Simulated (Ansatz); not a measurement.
Ideal-gas functions of C$_{3}$H$_{4}$, SMILES `C#CC` at 500 K and 1 bar, from an Ansatz frequency run at PBE0-D4/def2-TZVP.

Molar mass 40.07 g/mol, point group C3v (symmetry number 3), electronic degeneracy 1, moments of inertia 3.151, 58.508, 58.508 u Å². Harmonic wavenumbers (cm⁻¹, unscaled): 353, 353, 672, 672, 963, 1047, 1047, 1404, 1468, 1468, 2246, 3052, 3123, 3123, 3485.

Use S(trans) = R[1.5 ln M + 2.5 ln T − 1.1517]; rotational temperatures θ = 24.2544 K / I; S(rot) = R[ln(√π/σ · √(T³/θAθBθC)) + 1.5]; for each mode x = 1.438777 ν̃/T, S = R[x/(eˣ − 1) − ln(1 − e⁻ˣ)] and H = RT x/(eˣ − 1); 1 cm⁻¹ = 0.0119627 kJ/mol; R = 8.31446 J/(mol·K).

Task: By hand: the entropy, in J/(mol·K).

Result: Translation 165.6. Rotation: θ = 7.6974, 0.4145, 0.4145 K, giving 84.4. Vibration, mode by mode: 8.53, 8.53, 4.02, 4.02, 2.08, 1.71, 1.71, 0.75, 0.64, 0.64, 0.10, 0.01, 0.01, 0.01, 0.00, in all 32.8. Electronic 0.0. Sum 282.8 J/(mol·K).

Task: By hand: H − E and G − E in kJ/mol, counted from the electronic energy.

Result: Zero-point energy ½ × 24476 × 0.0119627 = 146.4; thermal vibration 10.5; translation, rotation and pV give 4 RT = 16.6. H − E = 173.5 kJ/mol, and G − E = 173.5 − 500 × 282.8/1000 = 32.1 kJ/mol.

Vibration gives 12 % of the entropy.
